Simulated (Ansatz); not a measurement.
**BCN (triplet): from Hartree-Fock to the top rungs, cc-pVDZ**

How much of the correlation energy of BCN (triplet) does each wave-function method recover here?

Method: cc-pVDZ, core rule «outside noble gas», up to 3 orbitals frozen; program: Ansatz 0.2.0, Gaussian basis.

The runs, in order: UHF; CCSD(T) on ROHF; CCSD(T) on UHF; BCCD(T) on ROHF; CISD; CCSDT(Q) on ROHF; CCSDT(Q) on UHF; CASSCF and MRCISD+Q, 12 electrons in 12 orbitals; CASSCF and NEVPT2, 12 electrons in 12 orbitals.

4 further runs of the same task are left out: 4 set aside as unsound or not needed.

## 1. What is computed

The geometry is a PBE0/def2-TZVP stationary point (not a proven minimum) of the parent state, kept for this charge and spin.

3 atoms, charge 0, spin multiplicity 3.

Atoms are counted from 1 here; the program's logs count them from 0.

Bond lengths: C1–N3 1.183 Å, B2–N3 1.415 Å. Angles: C1–N3–B2 180.0°.

## 2. UHF

The input, in.yaml:

```yaml
crystal:
  periodic: [false, false, false]
  atoms:
    - {symbol: C, position_ang: [0.000000, 0.000000, 1.260338]}
    - {symbol: B, position_ang: [0.000000, 0.000000, -1.337907]}
    - {symbol: N, position_ang: [0.000000, 0.000000, 0.077569]}
basis:
  gaussian: {orbitals: cc-pVDZ}
magnetization: {spin_polarized: true, initial_magnetization: 2}
hamiltonian: {xc: hf}
output: {orbitals: {seedname: orbitals}}
```

Started as:

```
$ ansatz run in.yaml --threads 1 --pin off --events-out ev --progress --plain --max-ram 4096MiB --backend cpu
```

The runs that follow: CCSD(T) on ROHF; CCSD(T) on UHF; BCCD(T) on ROHF; CISD; CCSDT(Q) on ROHF; CCSDT(Q) on UHF; CASSCF and MRCISD+Q, 12 electrons in 12 orbitals; CASSCF and NEVPT2, 12 electrons in 12 orbitals.

**Question.** What will the summary of the whole plan be? Wanted: UCCSDT(Q) below the RHF energy; RMP2 from UCCSDT(Q); UMP2 from UCCSDT(Q); RCCSD from UCCSDT(Q); RCCSD(T) from UCCSDT(Q); UCCSD(T) from UCCSDT(Q); RCCSDT(Q) from UCCSDT(Q); NEVPT2 valence from UCCSDT(Q); MRCISD+Q valence from UCCSDT(Q).

The runs gave:

| quantity | value |
| --- | --- |
| UCCSDT(Q) below the RHF energy | -8.9082 eV |
| RMP2 from UCCSDT(Q) | +21.59 kcal/mol |
| UMP2 from UCCSDT(Q) | +23.50 kcal/mol |
| RCCSD from UCCSDT(Q) | +10.31 kcal/mol |
| RCCSD(T) from UCCSDT(Q) | +1.44 kcal/mol |
| UCCSD(T) from UCCSDT(Q) | +1.50 kcal/mol |
| RCCSDT(Q) from UCCSDT(Q) | +0.10 kcal/mol |
| NEVPT2 valence from UCCSDT(Q) | +22.15 kcal/mol |
| MRCISD+Q valence from UCCSDT(Q) | +1.06 kcal/mol |
| levels within 1 kcal/mol (43 meV) | RCCSDT, UCCSDT, RCCSDT(Q) |
| T1 diagnostic | 0.030 |
| effectively unpaired electrons | 2.06 |

In words: RCCSD(T) misses by +1.44 kcal/mol, 0.7 % of the correlation energy. One determinant dominates. Of the multireference levels listed MRCISD+Q valence comes nearest in total energy (+1.06 kcal/mol), which doesn't show that its space is the better one. These misses are within one basis, not against nature; the frozen cores of restricted and unrestricted runs differ, which can shift their rows.
